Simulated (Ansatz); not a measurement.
bcc Nb

Method: r²SCANh (Ansatz, a quantum-chemistry and plane-wave program, plane waves, PAW).

Run with plane-wave cutoff 520 eV, 14×14×14 k mesh, Fermi–Dirac smearing 0.05 eV, no spin polarisation, scalar-relativistic PAW data made under PBE.

Cell: relaxed at this level.

```
Quantity                     Value
-------------------  -------------
volume per atom      18.03 Å³/atom
bulk modulus B0            171 GPa
lattice parameter a        3.304 Å
```

Measured, for comparison: equilibrium volume per atom 17.87 Å³/atom, lattice constant a 3.294 Å (static lattice: zero-point anharmonic expansion removed; as tabulated in Mejia-Rodriguez and Trickey (2018), arXiv:1807.09216); bulk modulus 173 GPa (0 K value with the zero-point phonon effect removed; as tabulated in Mejia-Rodriguez and Trickey (2018), arXiv:1807.09216). Computed (rounded) less measured: equilibrium volume per atom +0.9 %, bulk modulus -1 %, lattice constant a +0.3 %.

Static lattice: no zero-point or thermal effects.

Computing time: about 11 core-minutes (a rough figure).
